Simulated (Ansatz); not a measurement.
**Mg3O2: from a trial structure to a relaxed crystal**

Theory: DFT PBE, scalar-relativistic, plane waves, PAW (Ansatz).

The start puts Mg3O2 on the anti-corundum structure type (R-3c, No. 167), with O in place of Al, Mg in place of O, at a guessed volume.

The final relaxation ran on this input, with the default PAW datasets:

```yaml
crystal:
  lattice:
    - [2.6363380216, 1.5220904664, 5.2051652369]
    - [-2.6363380216, 1.5220904664, 5.2051652369]
    - [0.0, -3.0441809329, 5.2051652369]
  atoms:
    - { symbol: Mg, position: [0.5774282472, 0.9225717528, 0.25] }
    - { symbol: Mg, position: [0.25, 0.5774282472, 0.9225717528] }
    - { symbol: Mg, position: [0.9225717528, 0.25, 0.5774282472] }
    - { symbol: Mg, position: [0.4225717528, 0.0774282472, 0.75] }
    - { symbol: Mg, position: [0.75, 0.4225717528, 0.0774282472] }
    - { symbol: Mg, position: [0.0774282472, 0.75, 0.4225717528] }
    - { symbol: O, position: [0.3360346368, 0.3360346368, 0.3360346368] }
    - { symbol: O, position: [0.1639653632, 0.1639653632, 0.1639653632] }
    - { symbol: O, position: [0.6639653632, 0.6639653632, 0.6639653632] }
    - { symbol: O, position: [0.8360346368, 0.8360346368, 0.8360346368] }
basis:
  ecutwfc: 420
kpoints:
  mp_grid: { grid: [12, 12, 12] }
hamiltonian:
  xc: pbe
scf:
  occupations: { method: gaussian, width: 0.02 }
output:
  forces: true
  stress: true
  eigenvalues: true
relax:
  adjacent_minimum: "off"
  f_tol: 0.01
  max_steps: 80
  cell: { stress_tol: 0.05 }
```

Launched as:

```bash
ansatz run input.yaml --threads 1 --pin off --max-ram 2560MiB --backend cpu --events-out ev --progress --plain --runs-dir out
```

It took 4.9 min on 1 thread of Intel(R) Xeon(R) Platinum 8259CL CPU @ 2.50GHz (Skylake/Cascade Lake), on a shared host, peak memory 1.1 GiB.

The program printed at the end:

```
SCF converged after 7 iterations
Free energy (F): -13819.787027 eV
Harris-Foulkes:  -13819.787027 eV  (|F-HF|=3.64e-12)
Internal energy: -13819.787027 eV  (E = F + TS)
E sigma→0 (E₀):  -13819.787027 eV
Fermi energy:    9.402637 eV
--- Per-component energies (eV) ---
  E_band       = -1984.716022
  E_kinetic    = 1165.453609
  E_local      = -10196.152033  (includes V_loc(G=0)·N_el)
  E_nonlocal   = 762.249372
  E_hartree    = 3600.995935
  E_xc         = -475.453456
  E_vxc        = -609.584092  (∫ρ·V_xc dr)
  E_paw        = -2385.289006  (= ΣΔE_a)
  E_vpaw       = -308.684300  (= ΣTr[D̂ρ^β])
  E_aug_tail   = 0.009550  (compensation charges beyond the density's cutoff)
  E_ewald      = -6291.600997
  E_smearing   =  0.000000  (= −TS)
  E_closure    = 0.000000  (closes the sum)
  Σ components = -13819.787027   (vs F -13819.787027, Δ=0.00e0)
--- Forces (eV/Å), atoms counted from 1 ---
  atom   1  Mg    -0.00151291     0.00000000     0.00000000
  atom   2  Mg     0.00075646    -0.00131022     0.00000000
  atom   3  Mg     0.00075646     0.00131022     0.00000000
  atom   4  Mg     0.00151291     0.00000000     0.00000000
  atom   5  Mg    -0.00075646     0.00131022     0.00000000
  atom   6  Mg    -0.00075646    -0.00131022     0.00000000
  atom   7  O      0.00000000     0.00000000    -0.00566021
  atom   8  O      0.00000000     0.00000000     0.00566021
  atom   9  O      0.00000000     0.00000000     0.00566021
  atom  10  O      0.00000000     0.00000000    -0.00566021
  max |Σ_I F_I| component: 9.04e-18 eV/Å
--- Stress (GPa, compression-positive) ---
        0.020088       0.000000       0.000000
        0.000000       0.020088       0.000000
        0.000000       0.000000       0.029864
  P = ⅓ Tr σ = 0.0233 GPa (0.233 kbar)
--- Relaxed structure (3 steps of the walk, 2 accepted, 1 SCFs on fresh bases) ---
  F+E_penalty+E_count = -13819.78702688 eV   max|allowed force component| = 5.660e-3 eV/Å   (the final SCF, on the basis selected at the relaxed cell)
  cell:  # Å, volume = 125.3695 Å³
    - [2.635694, 1.521719, 5.209681]
    - [-2.635694, 1.521719, 5.209681]
    - [0.000000, -3.043438, 5.209681]
  atoms:
    - { symbol: Mg, position: [0.577472, 0.922528, 0.250000] }
    - { symbol: Mg, position: [0.250000, 0.577472, 0.922528] }
    - { symbol: Mg, position: [0.922528, 0.250000, 0.577472] }
    - { symbol: Mg, position: [0.422528, 0.077472, 0.750000] }
    - { symbol: Mg, position: [0.75, 0.422528, 0.077472] }
    - { symbol: Mg, position: [0.077472, 0.75, 0.422528] }
    - { symbol: O, position: [0.335987, 0.335987, 0.335987] }
    - { symbol: O, position: [0.164013, 0.164013, 0.164013] }
    - { symbol: O, position: [0.664013, 0.664013, 0.664013] }
    - { symbol: O, position: [0.835987, 0.835987, 0.835987] }
```

Absolute energies hang on the potentials; compare differences alone.

The result has space group R-3c (No. 167). Mg has 4 O at 2.18–2.19 Å; O has 6 Mg at 2.18–2.19 Å.

Against the elements it lies at -1.711 eV/atom. The zero of energy is the elements' standard structures at the same level (O₂ as a molecule); no fitted shifts are applied.

A structure relaxed within its symmetry needn't be a true minimum.